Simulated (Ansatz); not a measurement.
**H2S, singlet: vertical spin and charge gaps**

Geometry (PBE0/def2-TZVP stationary point for this spin, not checked as a minimum):

```
atom   x (Å)    y (Å)    z (Å)
   S  0.0000  -0.0550   0.0000
   H  0.0000   0.8742  -0.9672
   H  0.0000   0.8742   0.9672
```

Basis cc-pVTZ; Ansatz 0.2.0. Correlated methods freeze the noble-gas cores. R marks a restricted (for open shells ROHF) determinant, U an unrestricted one. Active spaces: valence = (8e, 6o) chosen from the atoms' valence shells.

Gaps are energies of the second state less the first, at fixed atoms, for a selection of the levels run; each method lands on the state that its own search finds for that charge and spin.

Triplet less singlet: 5.861 eV at UCCSDT(Q).

```
                   level  gap (eV)  error (meV)
                     RHF     5.528         -333
                     UHF     5.332         -529
                    RMP2     5.887           26
                    UMP2     5.950           89
                    CISD     5.776          -85
                   RCCSD     5.842          -19
                   UCCSD     5.836          -25
                RCCSD(T)     5.866            5
                UCCSD(T)     5.866            5
                 BCCD(T)     5.867            6
                  RCCSDT     5.860           -1
                  UCCSDT     5.858           -3
               RCCSDT(Q)     5.862            1
  CASSCF (valence space)     5.927           66
  NEVPT2 (valence space)     5.841          -20
  MRCISD (valence space)     5.871           10
MRCISD+Q (valence space)     5.857           -4
                     PBE     5.593         -268
                  r2SCAN     5.581         -280
                    PBE0     5.631         -230
                   B3LYP     5.651         -210
                 wB97M-V     5.869            8
                  B2PLYP     5.760         -101
                 RPA-PBE     5.656         -205
```

PBE gives 10.371 eV for removing an electron, to the doublet. Estimate what UCCSDT(Q) gives in cc-pVTZ.

UCCSDT(Q) in cc-pVTZ gives 10.310 eV, so against it PBE is off by 0.061 eV.

```
                   level  gap (eV)  error (meV)
                    CISD    10.143         -167
                   RCCSD    10.254          -56
                  RCCSDT    10.306           -4
                  UCCSDT    10.305           -5
  CASSCF (valence space)     9.260        -1050
  MRCISD (valence space)    10.156         -154
MRCISD+Q (valence space)    10.275          -35
                  r2SCAN    10.328           18
                    PBE0    10.351           41
                 RPA-PBE    10.503          193
```

Full CI isn't at hand for all of this; UCCSDT(Q) serves as the reference, and is uncertain by about the last step of the cluster series. The frozen core follows each run's orbitals, which can shift R against U totals by a few meV.
